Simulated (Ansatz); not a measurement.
hcp Re, treated with r²SCAN in Ansatz (plane waves, PAW).

A perfect cell of 2 atoms has -21761.6271 eV. A cell of 36 sites with one atom taken out, atoms relaxed at the host's volume, has -380824.9176 eV. Energies are extrapolated to zero smearing.

Defect cell: Run with plane-wave cutoff 500 eV, 5×5×5 k mesh, Fermi–Dirac smearing 0.1 eV, cell of 36 sites, scalar-relativistic PAW data made under PBE.

Perfect cell: Numerical settings: plane-wave cutoff 500 eV, 15×15×10 k mesh (along the axes of the cell as run), Fermi–Dirac smearing 0.1 eV, scalar-relativistic PAW data made under PBE.

Question: Work out the vacancy formation energy, and the share of vacant sites at 2750 K if the formation entropy is left out.

Answer: E_f = E(35) − 35 × E_bulk per atom = -380824.9176 − 35 × (-21761.6271/2) = 3.56 eV. With k_B T = 0.23698 eV, exp(−3.56/0.23698) = 3e-07. Before relaxation the value is 3.66 eV.

The cell is finite, so the vacancy feels its images.

Note: energies are extrapolated to zero smearing, and mesh and cell size move such values by some hundredths of an eV or more.

Ansatz is a first-principles code.
